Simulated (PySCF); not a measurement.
**Working out the ionisation energy of Si**

Si [Ne] 3s2 3p2 (3P) → Si⁺ [Ne] 3s2 3p1 (2P). All numbers are calculated (PySCF 2.14, scalar relativity by spin-free X2C-1e, in x2c-QZVPPall (9s6p4d2f1g, 70 functions)). Frozen: [Ne]. Energies in hartree (1 hartree = 27.21139 eV):

```csv
part,Si (lower),Si⁺ (upper)
UHF,-289.463335,-289.183094
CCSD correlation,-0.076717,-0.060054
(T),-0.002854,-0.001198
```

Q: What does Hartree-Fock give?

A: (-289.183094) − (-289.463335) = 0.280241 hartree = 7.626 eV.

Q: What do CCSD and CCSD(T) give?

A: The CCSD correlation energies differ by 0.016663 hartree = 0.453 eV and the triples by 0.001656 hartree = 0.045 eV, so CCSD gives 8.079 eV and CCSD(T) 8.124 eV.

Measured between the centres of the two terms (NIST): 8.157 eV, so CCSD(T) (valence) is off by -0.033 eV.

What remains against the reference includes basis incompleteness, the frozen core and higher excitations.
